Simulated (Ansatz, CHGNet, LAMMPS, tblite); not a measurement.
Lattice constant a of 3C-SiC: levels of theory against measurement

Reference value: 4.346 Å (measured, static lattice: zero-point anharmonic expansion removed, our sources range from 4.341 to 4.348; as tabulated in Mejia-Rodriguez and Trickey (2018), arXiv:1807.09216).

```
level (code)                      value (Å)  error (%)
--------------------------------  ---------  ---------
Vashishta SiC.vashishta (LAMMPS)      4.358      +0.28
GFN2-xTB (tblite)                     4.374      +0.64
CHGNet-r²SCAN                         4.354      +0.18
PBE (Ansatz)                          4.380      +0.78
r²SCAN-D4 (Ansatz)                    4.347      +0.02
```

Once the reference is moved by up to 0.12 % (a margin picked here for doubts on the reference and the settings) and values within 0.10 % count as equal, the nearest can be r²SCAN-D4 (+0.02 %), CHGNet-r²SCAN (+0.18 %) or Vashishta SiC.vashishta (+0.28 %). Farthest off among them: PBE (+0.78 %). Within 1 %: Vashishta SiC.vashishta, GFN2-xTB, CHGNet-r²SCAN, PBE, r²SCAN-D4.

GFN2-xTB: the method was fitted mainly to molecules. GFN2-xTB: the run uses a supercell at the zone centre in place of a k mesh. Cutoffs differ between the levels. Ansatz's density-functional and Hartree–Fock values are scalar-relativistic unless marked +SOC, with PAW data made under PBE.

Empirical potentials (Vashishta SiC.vashishta) are fitted to chosen data: where that held the value shown, agreement is built in, and what lay outside the fit can be far off. Machine-learned potentials (CHGNet-r²SCAN) are trained on DFT data: a solid inside that data is no test of them.

Differences are worked out from the printed values.

Ansatz is an electronic-structure program.
